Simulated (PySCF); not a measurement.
First SCF of a structure search on singlet Al₃⁺, at a hand-made equilateral triangle geometry. PySCF input:

```python
from pyscf import gto, scf, dft
mol = gto.M(atom='''
Al     0.727470    -1.260010     0.000000
Al    -1.454930     0.000000     0.000000
Al     0.727460     1.260000     0.000000''',
    basis={'Al': 'def2-TZVP'},
    charge=1, spin=0)
mf = dft.RKS(mol, xc='PBE0')
mf.grids.atom_grid = (50, 194)
aux = {'Al': 'def2-universal-JKFIT'}
mf = mf.density_fit(auxbasis=aux)
mf.conv_tol = 1e-08
mf.diis_space = 10
mf.max_cycle = 60
mf.init_guess = 'minao'
mf.verbose = 4
mf.kernel()
```

Excerpt of the output (cycles and frontier levels):

```
init E= -727.088592826201
  HOMO = -0.165979032903826  LUMO = -0.142848035310148  gap/eV = 0.62943
cycle= 1 E= -726.626062759444  delta_E= 0.463  |g|= 0.211  |ddm|= 1.52
  HOMO = -0.369546970427205  LUMO = -0.321365010453121  gap/eV = 1.31110
cycle= 2 E= -726.637440583077  delta_E= -0.0114  |g|= 0.112  |ddm|= 0.536
  HOMO = -0.365548558574273  LUMO = -0.312507789042858  gap/eV = 1.44331
cycle= 3 E= -726.638336750242  delta_E= -0.000896  |g|= 0.00712  |ddm|= 0.0696
  HOMO = -0.361220816030167  LUMO = -0.307316102598291  gap/eV = 1.46682
cycle= 4 E= -726.638347057837  delta_E= -1.03e-05  |g|= 0.00485  |ddm|= 0.0264
  HOMO = -0.362076869876955  LUMO = -0.307947522454885  gap/eV = 1.47293
cycle= 5 E= -726.638356584642  delta_E= -9.53e-06  |g|= 0.000924  |ddm|= 0.00754
  HOMO = -0.361800515026495  LUMO = -0.30769171533624  gap/eV = 1.47238
cycle= 6 E= -726.638357053079  delta_E= -4.68e-07  |g|= 9.17e-05  |ddm|= 0.00217
  HOMO = -0.361813002960274  LUMO = -0.307698502099736  gap/eV = 1.47253
cycle= 7 E= -726.63835705491  delta_E= -1.83e-09  |g|= 5.86e-05  |ddm|= 0.00017
  HOMO = -0.361813907864519  LUMO = -0.307699051741993  gap/eV = 1.47254
Extra cycle  E= -726.638357047067  delta_E= 7.84e-09  |g|= 0.000127  |ddm|= 0.000309
converged SCF energy = -726.638357047067
```

No lower solution of this spin was found from smeared starts or by a stability analysis within the restricted form, which does not test spin polarisation.

At the minimum of this search the closed-shell solution is unstable towards spin polarisation, so a lower open-shell solution exists.

The search for the lowest solution, 3 starts and the stability check together, took 7.5 s on 2 threads of a shared Arm Neoverse V2 host, with 111 basis functions; the process peaked at 0.42 GiB.
